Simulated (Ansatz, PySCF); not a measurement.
H3Si, SMILES [SiH3] (connectivity only; charge and spin as stated), charge +1, multiplicity 1. Atoms are numbered in the order given.

```xyz
4

Si     0.0000     0.0000     0.0000
H     -1.4677     0.0000     0.0000
H      0.7338     1.2711     0.0000
H      0.7338    -1.2711     0.0000
```
Charge +1, spin multiplicity 1.

Coordinates come from a B3LYP-D3(BJ)/def2-TZVPD optimisation. The spin state was assumed, not searched. The isomer is the one that the SMILES or the coordinates give; other isomers of the formula were not compared.

Two levels are set side by side: PBE-D3(BJ)/def2-TZVPD (Ansatz, an electronic-structure program) and B3LYP-D3(BJ)/def2-TZVPD (Ansatz). Each level has its own optimised geometry; the coordinates shown are those of the second. Frequencies come from the Hessian of PySCF at each geometry. Differences are taken from unrounded values.

```tsv
quantity	B3LYP-D3(BJ)
mean bond length (Å)	1.468
bond Si1–H2 (Å)	1.468
bond Si1–H3 (Å)	1.468
bond Si1–H4 (Å)	1.468
highest harmonic wavenumber (cm⁻¹)	2350
mean harmonic wavenumber (cm⁻¹)	1617
zero-point energy (kcal/mol)	13.87
```

What does PBE-D3(BJ) give, and how far is it from B3LYP-D3(BJ)? (The exact figures need the calculation; the answer reports its results.)


| quantity | PBE-D3(BJ) | PBE-D3(BJ) minus B3LYP-D3(BJ) |
|---|---|---|
| mean bond length (Å) | 1.483 | 0.015 |
| bond Si1–H2 (Å) | 1.483 | 0.015 |
| bond Si1–H3 (Å) | 1.483 | 0.015 |
| bond Si1–H4 (Å) | 1.483 | 0.015 |
| highest harmonic wavenumber (cm⁻¹) | 2278 | -73 |
| mean harmonic wavenumber (cm⁻¹) | 1561 | -56 |
| zero-point energy (kcal/mol) | 13.39 | -0.48 |

Exact exchange shortens and stiffens bonds; PBE has none. Differences between two approximate levels are no errors against the true value.
